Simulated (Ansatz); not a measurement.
Input for Ansatz (development build ahead of 0.2.0):

```yaml
crystal:
  periodic: [false, false, false]
  atoms:
    - { symbol: F, position_ang: [0.71, 0.0, 3.8] }
    - { symbol: F, position_ang: [-0.71, 0.0, 3.8] }
    - { symbol: H, position_ang: [0.37, 0.0, 0.0] }
    - { symbol: H, position_ang: [-0.37, 0.0, 0.0] }
basis:
  gaussian: { orbitals: cc-pVDZ }
hamiltonian:
  xc: hf
```

The input is written out in the form of the current development build from the run's settings.

The run gave:

```yaml
Converged: yes
Total_energy: -199.81360 hartree
Spin_squared_of_the_determinant: 0.000
```

Caution: no unrestricted run beside it, a lower state can exist.
